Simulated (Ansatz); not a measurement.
hcp Co

These are PBEsol in Ansatz (plane waves, PAW) values and carry that method's errors.

Settings: plane-wave cutoff 520 eV, 24×24×14 k mesh (along the axes of the cell as run), Fermi–Dirac smearing 0.05 eV, spin-polarised with parallel moments, scalar-relativistic PAW data made under PBE.

Cell (measured lattice):

```cif
data_Co2
_chemical_formula_sum 'Co2'
_space_group_name_H-M_alt 'P 1'
_space_group_IT_number 1
_cell_length_a 2.50710
_cell_length_b 2.50710
_cell_length_c 4.07000
_cell_angle_alpha 90.000
_cell_angle_beta 90.000
_cell_angle_gamma 120.000
loop_
_space_group_symop_operation_xyz
  'x, y, z'
loop_
_atom_site_label
_atom_site_type_symbol
_atom_site_fract_x
_atom_site_fract_y
_atom_site_fract_z
_atom_site_occupancy
Co1 Co 0.33333 0.66667 0.25000 1
Co2 Co 0.66667 0.33333 0.75000 1
```
Starting moments (μB, in the order of the record's atoms Co Co): 1.8 1.8.

```yaml
band_gap: none
magnetic moment per atom (the cell's total over its atoms): 1.63 μB
```

Note: cell and atoms aren't relaxed at this level (pressure -13.7 GPa).

Moments are spin moments.

Static lattice: no zero-point or thermal effects.

The result took around 60 core-seconds (rough).

Ansatz is a quantum-chemistry and plane-wave program.
